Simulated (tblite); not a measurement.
Compound: C6H10.
Atom-mapped SMILES: `[CH2:1]1[CH2:2][C@H:3]2[CH2:4][C@@H:5]1[CH2:6]2` (hydrogens: H7, H8 on C1; H9, H10 on C2; H11 on C3; H12, H13 on C4; H14 on C5; H15, H16 on C6)

Computed with GFN2-xTB (tblite), gas phase: Langevin dynamics at 600 K from the optimised GFN2-xTB geometry, time step 0.5 fs, friction 0.01 fs⁻¹, 2000 steps. The instantaneous temperature is 2·E(kin)/(3Nk) with all 3N coordinates.

```
t (fs)  T (K)  E(pot) above start (eV)  C1–C2 (Å)  C2–C3 (Å)  C3–C4 (Å)  C4–C5 (Å)  C5–C6 (Å)  C1–H7 (Å)
     0    488                    0.000      1.546      1.529      1.536      1.536      1.536      1.090
    25    265                    0.734      1.534      1.548      1.551      1.598      1.558      1.167
    50    381                    0.736      1.555      1.572      1.518      1.615      1.589      1.126
    75    356                    0.573      1.560      1.545      1.505      1.491      1.551      1.042
   100    441                    0.520      1.514      1.542      1.499      1.579      1.582      1.083
   125    496                    0.612      1.523      1.580      1.545      1.569      1.551      1.132
   150    417                    0.988      1.489      1.638      1.609      1.574      1.600      1.124
   175    276                    1.040      1.500      1.550      1.583      1.557      1.516      1.073
   200    432                    0.814      1.583      1.532      1.508      1.604      1.508      1.059
   225    419                    0.787      1.596      1.531      1.532      1.508      1.577      1.101
   250    430                    0.851      1.588      1.518      1.545      1.528      1.509      1.121
   275    454                    0.682      1.524      1.531      1.589      1.538      1.532      1.140
   300    335                    0.663      1.528      1.518      1.541      1.520      1.622      1.058
   325    433                    0.775      1.564      1.522      1.526      1.538      1.535      1.035
   350    615                    0.643      1.613      1.552      1.533      1.564      1.480      1.092
   375    427                    1.146      1.556      1.566      1.518      1.524      1.571      1.164
   400    504                    0.701      1.495      1.525      1.545      1.527      1.561      1.100
   425    585                    0.911      1.513      1.527      1.592      1.518      1.556      1.054
   450    452                    0.981      1.631      1.534      1.551      1.510      1.561      1.086
   475    615                    0.958      1.637      1.457      1.567      1.531      1.500      1.078
   500    397                    1.106      1.506      1.531      1.565      1.539      1.477      1.092
   525    588                    0.648      1.540      1.564      1.559      1.472      1.579      1.089
   550    549                    0.996      1.598      1.564      1.489      1.542      1.596      1.118
   575    606                    0.871      1.561      1.575      1.518      1.539      1.493      1.091
   600    495                    0.936      1.574      1.561      1.552      1.506      1.564      1.038
   625    455                    1.121      1.611      1.512      1.473      1.510      1.611      1.082
   650    485                    1.120      1.498      1.603      1.487      1.582      1.500      1.194
   675    683                    0.817      1.543      1.596      1.607      1.521      1.525      1.160
   700    473                    1.139      1.585      1.514      1.593      1.491      1.547      1.062
   725    810                    0.704      1.535      1.506      1.567      1.606      1.503      1.010
   750    531                    1.103      1.534      1.533      1.580      1.599      1.598      1.073
   775    605                    1.350      1.548      1.520      1.681      1.535      1.610      1.127
   800    704                    0.907      1.504      1.491      1.578      1.588      1.519      1.164
   825    902                    0.852      1.562      1.580      1.504      1.594      1.532      1.144
   850    641                    1.263      1.588      1.629      1.519      1.463      1.606      1.023
   875    604                    1.131      1.551      1.507      1.532      1.558      1.543      1.043
   900    711                    0.847      1.579      1.579      1.487      1.603      1.491      1.083
   925    602                    1.269      1.547      1.641      1.473      1.519      1.601      1.149
   950    627                    1.127      1.509      1.451      1.521      1.495      1.564      1.271
   975    572                    1.353      1.564      1.514      1.489      1.608      1.506      1.235
  1000    702                    0.905      1.590      1.631      1.556      1.481      1.535      1.098
```

**Question.** From 500 fs on, how do temperature and potential energy compare with equipartition?

**Answer.** The mean temperature of these 21 frames is 607 K against the target 600 K, and the mean potential energy 1.03 eV against 42 × kT/2 = 1.09 eV for 42 classical harmonic modes. For 16 atoms in a canonical ensemble the temperature itself scatters by T·√(2/(3N)) = 122 K; here its standard deviation is 117 K. The whole run lasts only 10 friction times of 100 fs, so these averages carry a wide statistical error.

**Question.** What are the kinetic and total energies of the listed frame with the highest potential energy?

**Answer.** The one at 975 fs, 1.353 eV above the start. Its kinetic energy is 3NkT/2 = 1.183 eV at 572 K, so the sum is 2.54 eV; over the listed frames the sum runs from 1.01 to 2.72 eV, since the thermostat adds and removes energy.

**Question.** How much do the listed bonds fluctuate from 500 fs on?

**Answer.** 
```csv
bond,at the start (Å),mean (Å),standard deviation (Å)
C1–C2,1.546,1.554,0.032
C2–C3,1.529,1.553,0.050
C3–C4,1.536,1.539,0.051
C4–C5,1.536,1.541,0.046
C5–C6,1.536,1.548,0.043
C1–H7,1.090,1.112,0.066
```

The motion is classical and holds no zero-point motion.

The cost below is that of the whole dynamics run. On Intel Xeon at 2.50 GHz, one thread, shared host with 64 logical CPUs at a one-minute load of 58, this took 26 s and 0.18 GiB of memory at its peak.
